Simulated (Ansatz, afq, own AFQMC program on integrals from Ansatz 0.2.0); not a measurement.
Where AFQMC and coupled cluster stand for GeNH₂, quartet

```xyz
4

Ge   -0.0364    0.0000    0.3297
N     0.0824    0.0000   -1.8261
H     0.7406   -1.2582    0.8089
H     0.7406    1.2582    0.8089
```

Connectivity, by distances: GeH2–N.

Basis cc-pVDZ. Only valence electrons are correlated. Integrals, coupled cluster, full CI and functionals: Ansatz 0.2.0; the random walks run on the same integrals in our own AFQMC program. The CISD trial takes its coefficients from CCSD amplitudes. Released means that phaseless walkers are propagated on without the constraint, phases kept. Error bars are statistical, one sigma. No spin–orbit coupling.

Determinant: UHF, the one that the program's search chose, which needn't be the lowest solution. The geometry is a point of a scan.

No full CI on the walks' own integrals is used here; CCSDT(Q) serves as the reference and is uncertain by about the last step of the cluster series.

Cautions: no relativity below Rb; no spin-orbit coupling; inner d shell frozen; lower spins were not checked; unrestricted determinant spin contaminated (⟨S²⟩ 3.87 against 3.75); the released energies move by 1.5 errors or more from one time to the next, so no released level is given (meV from the phaseless value at times in 1/Eh: -4 ± 10 at 0.24, -27 ± 10 at 0.51, -29 ± 11 at 0.99, -70 ± 16 at 1.62, 6 ± 14 at 2.40).

- T1 diagnostic: 0.0282
- weight of the determinant in the CISD state: 0.878
- ⟨S²⟩ of the determinant: 3.873
- size of the correlated space: 11 electrons in 36 orbitals

Reference: CCSDT(Q), correlation energy -5.981 eV.

| level | E − E(reference) (mEh) | share of correlation (%) |
| --- | --- | --- |
| HF | 219.79 | 0.00 |
| MP2 | 48.96 | 77.72 |
| CCSD | 7.09 | 96.78 |
| CCSD(T) | 1.89 | 99.14 |
| CCSDT | 0.38 | 99.83 |
| ph-AFQMC/HF | 1.63 ± 1.43 | 99.26 |
| ph-AFQMC/CISD | 1.20 ± 0.34 | 99.45 |

A walk keeps the symmetry of its determinant, which the program's search chose and which needn't be the lowest solution, so a lower state of the same spin and another symmetry isn't excluded.
